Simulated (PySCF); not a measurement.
cis-2-pentene, C₅H₁₀.
Numbering: `[CH3:1]/[CH:2]=[CH:3]/[CH2:4][CH3:5]` (hydrogens: H6, H7, H8 on C1; H9 on C2; H10 on C3; H11, H12 on C4; H13, H14, H15 on C5)

A linear-response calculation (PySCF, def2-SVPD basis, gas phase, vertical, core orbitals frozen in the response) gave these numbers; the functional is withheld.

Orbital energies (eV): HOMO-3 -9.77, HOMO-2 -9.25, HOMO-1 -9.09, HOMO -6.73, LUMO 0.26, LUMO+1 0.74, LUMO+2 1.01.

```tsv
state	E (eV)	f	main configurations (H = HOMO, L = LUMO)
S1	6.51	0.050	H→L+1 (78%), H→L (21%)
S2	6.79	0.135	H→L+2 (60%), H→L (30%)
S3	6.87	0.018	H→L+3 (95%)
S4	7.13	0.280	H→L (40%), H→L+2 (37%), H→L+1 (11%)
S5	7.56	0.014	H→L+4 (93%)
S6	8.03	0.0044	H-1→L (80%), H→L+5 (12%)
```

Triplets (Tamm–Dancoff): T1 4.36 eV, H→L (86%); T2 6.43 eV, H→L+1 (92%); T3 6.79 eV, H→L+3 (89%), H→L+2 (8%); T4 6.81 eV, H→L+2 (87%).

Vertical ionisation energy by ΔSCF with the same functional: 9.03 eV. Mean static polarisability: 66.2 au.

Task: Which of these was used?
A. PBE
B. B3LYP
C. CAM-B3LYP
D. HF

Result: B. B3LYP is a global hybrid with 20% exact exchange. In this run −ε(HOMO) = 6.73 eV differs from the ΔSCF value by -2.30 eV, and S1 differs from the orbital gap of 6.99 eV by -0.48 eV. The ratio −ε(HOMO)/IP is 0.74. Usual ranges for neutral molecules in this basis: 0.67 to 0.83 with B3LYP, 0.5 to 0.7 with PBE, 0.85 to 0.93 with CAM-B3LYP; Hartree–Fock can't fall below 1, since the ion's relaxation only lowers the ΔSCF value. The other options: PBE, a GGA without exact exchange; HF, time-dependent Hartree–Fock, 100% exact exchange; CAM-B3LYP, range-separated, 19% exact exchange at short range and 65% at long range (ω = 0.33 bohr⁻¹).

The calculation used PySCF 2.14.0, density-fitted response routines, TDDFT B3LYP/def2-SVPD, vertical, gas phase, core orbitals frozen in the response. Geometry: PBE0-D3(BJ)/def2-SVP, one conformer, isolated molecule.

The values belong to the conformer `[CH3:1]/[CH:2]=[CH:3]/[CH2:4][CH3:5]`: C2–C3–C4–C5 -118°.
